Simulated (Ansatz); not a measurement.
Input and output for CH6BP (`CBP`).

```yaml
crystal:
  periodic: [false, false, false]
  atoms:
    - {symbol: C, position_ang: [-0.603699, 1.003562, -0.645194]}
    - {symbol: B, position_ang: [0.166305, -0.426372, -0.457069]}
    - {symbol: P, position_ang: [0.208895, -1.419357, 1.246042]}
    - {symbol: H, position_ang: [-1.375022, 0.948819, -1.497082]}
    - {symbol: H, position_ang: [0.176351, 1.774972, -1.001906]}
    - {symbol: H, position_ang: [-1.111791, 1.423123, 0.292266]}
    - {symbol: H, position_ang: [0.656306, -1.010828, -1.458880]}
    - {symbol: H, position_ang: [1.573211, -1.998901, 1.253977]}
    - {symbol: H, position_ang: [0.402473, -0.343528, 2.249788]}
basis:
  gaussian: {orbitals: aug-cc-pVTZ}
total_charge: 1
magnetization: {spin_polarized: true, initial_magnetization: 1}
hamiltonian: {xc: {name: HSE06}}
correlation: {method: rpa}
```

```sh
$ ansatz run in.yaml --threads 2 --pin off --events-out ev --progress --plain --max-ram 4352MiB
```

Shortened log:

```
Functional definition: HSE06
1562 factors; integrals over basis functions are off by at most 7.3e-4 eV
135 factors; integrals over basis functions are off by at most 2.1e-6 eV
mean field evaluation 1: about -11070.8695 eV, gradient 5.1e1 eV
mean field evaluation 2: about -11070.8975 eV, gradient 5.1e1 eV
mean field evaluation 4: about -11082.0206 eV, gradient 1.8e1 eV
mean field evaluation 8: about -11084.6422 eV, gradient 2.5e-1 eV
mean field evaluation 16: about -11084.6442 eV, gradient 8.5e-4 eV
mean field -11084.64422700 eV, -407.3531619006 hartree, gradient 2.2e-6 eV, S^2 0.757955; 2 other end points of the search recorded, 0 dependent functions left out
7 core orbitals not correlated: weight in the atoms' cores, before any rotation towards them, 1.000 or more for the frozen orbitals, at most 0.000 for the correlated occupied ones
reference -11060.55592329 eV, -406.4679330668 hartree; 9, 8 occupied and 264, 265 virtual orbitals, 1562 factors
Total energy: -11080.09700394 eV, -407.1860545354 hartree
```

Run time 22 s (2 threads of an Intel Xeon Platinum 8375C on a shared host); peak host memory 1.4 GiB.
